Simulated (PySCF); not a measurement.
**AlO⁺: from constants to spectrum**

UHF-CCSD constants of AlO⁺, ³Π (triplet), unpaired electrons σ ↑, π ↑ (basis Al def2-TZVPPD, O def2-TZVPPD; no relativity; PySCF 2.14; masses 26.9815 and 15.9949 u):

| Property | Result |
| --- | --- |
| ωe | 790.5 cm⁻¹ |
| ωexe | 12.1 cm⁻¹ |
| Be | 0.56291 cm⁻¹ |
| αe | 0.00719 cm⁻¹ |
| D (centrifugal) | 1.14e-06 cm⁻¹ |
| De to Al⁺ + O | 0.98 eV |

Question: Give the vibrational terms G(v) and spacings up to v = 3.

Answer: G(v) = ωe(v+½) − ωexe(v+½)².

| v | G(v) (cm⁻¹) | G(v) − G(v−1) | Bv (cm⁻¹) |
| --- | --- | --- | --- |
| 0 | 392 |  | 0.5593 |
| 1 | 1159 | 766 | 0.5521 |
| 2 | 1901 | 742 | 0.5449 |
| 3 | 2619 | 718 | 0.5377 |

Question: How well does the Morse estimate ωe²/(4ωexe) reproduce De, and what is D0?

Answer: It gives 1.60 eV, 163 % of the computed De. D0 = De − G(0) = 0.98 − 0.05 = 0.93 eV.

Correlated steps freeze 6 core orbitals. For an ion De counts to the pair picked by the measured ionisation energies or electron affinities, which need not be the lowest pair at this level. The state is the lowest determinant that a PBE0 search found; another state may lie lower at other levels.
